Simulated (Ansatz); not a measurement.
methane (SMILES C) moved off its minimum; all values from Ansatz (a quantum-chemistry and plane-wave program), cores frozen in correlated methods.
(charge 0, multiplicity 1)
```xyz
5

C      0.0692    -0.0931     0.0706
H     -0.8361    -0.1060    -0.7608
H      0.0200     1.1210    -0.0928
H     -0.2946    -0.4192     0.9621
H      1.0055    -0.4200    -0.1736
```

```tsv
level	largest force (eV/Å)	on atom	rms difference from CCSD(T)/aug-cc-pVTZ (eV/Å)	dipole (D)
HF/def2-TZVPP	9.16	C1	0.256	0.04
PBE/def2-TZVPP	8.38	C1	0.103	0.07
r2SCAN/def2-TZVPP	8.53	C1	0.038	0.05
B3LYP/def2-TZVPP	8.50	C1	0.040	0.05
wB97M-V/def2-TZVPP	8.58	C1	0.066	0.05
MP2/aug-cc-pVTZ	8.70	C1	0.093	0.06
CCSD(T)/aug-cc-pVTZ	8.51	C1	0.000	0.04
```

The differences count from one level among others, with limits of its own. Forces at CCSD(T)/aug-cc-pVTZ (eV/Å):

| atom | Fx | Fy | Fz |
|---|---|---|---|
| C1 | -4.362 | 5.653 | -4.637 |
| H2 | 2.423 | -1.396 | 1.634 |
| H3 | 0.798 | -2.511 | 1.486 |
| H4 | -0.977 | -0.623 | 2.616 |
| H5 | 2.118 | -1.122 | -1.099 |
